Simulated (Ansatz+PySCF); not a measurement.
Results of a calculation; reference values are marked as such.
## Ansatz (development build ahead of 0.2.0) run

```yaml
crystal:
  periodic: [false, false, false]
  atoms:
    - { symbol: Al, position_ang: [0.0, 0.0, 0.0] }
    - { symbol: Al, position_ang: [1.14725, 1.52967, 3.31182] }
basis:
  gaussian: { orbitals: "6-31G" }
hamiltonian:
  xc: hf
correlation:
  method: fci
  frozen_orbitals: { Al: 5 }
```

The input is written out in the form of the current development build from the run's settings.

Results

```json
{
  "Converged": "yes",
  "Total energy": "-483.78602 hartree",
  "State": "lowest singlet root, of any spatial symmetry"
}
```
